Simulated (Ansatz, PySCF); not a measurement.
Process, species as SMILES: CS (CH4S) [methanethiol] -> CS (CH4S) as doublet, charge +1 + e-
Each molecule is optimised on its own at B3LYP-D3(BJ)/def2-TZVP (Ansatz, an electronic-structure program).
Geometry of the first species:
```xyz
6

C     -0.0402     1.1565     0.0077
S     -0.0524    -0.6664    -0.0048
H      1.2792    -0.8404     0.0008
H     -1.0838     1.4664     0.0045
H      0.4371     1.5427     0.9058
H      0.4463     1.5550    -0.8800
```
Charge 0, spin multiplicity 1.

Wanted: adiabatic ionisation energy (0 K, with B3LYP-D3(BJ) harmonic zero-point energies from PySCF), in eV. Correlated levels leave the core frozen unless marked. UHF or UKS for open shells. No spin-orbit coupling. Non-relativistic. CBS(X,Y): correlation extrapolated as X^-3; Hartree-Fock from the larger set. The bracket is a focal-point correction in the basis named.

Measured: 9.44 eV (CCCBDB table in ASE); it holds spin-orbit effects, which all levels lack. This is an older compilation, not checked against later work.

| level | program | adiabatic ionisation energy (eV) | error against measurement |
|---|---|---|---|
| HF/6-31G* | Ansatz | 8.35 | -1.09 |
| HF/def2-SVP | Ansatz | 8.31 | -1.13 |
| B3LYP-D4/def2-TZVPD | Ansatz + dftd4 | 9.35 | -0.09 |
| B3LYP/def2-TZVPD | Ansatz | 9.32 | -0.12 |
| B2PLYP/def2-TZVPD | Ansatz | 9.27 | -0.17 |
| SCS-MP2/cc-pV(T+d)Z | Ansatz | 9.32 | -0.12 |
| SCS-MP2/def2-TZVPP | Ansatz | 9.32 | -0.12 |
| CCSD(T)/aug-cc-pV(D+d)Z | Ansatz | 9.20 | -0.24 |
| CCSD(T) with core electrons (1s frozen past Ne)/cc-pwCVTZ | Ansatz | 9.31 | -0.13 |
| RI-MP2/CBS(aug-cc-pV(T+d)Z,aug-cc-pV(Q+d)Z)+[CCSD(T)-MP2]/aug-cc-pV(T+d)Z | Ansatz | 9.48 | 0.04 |
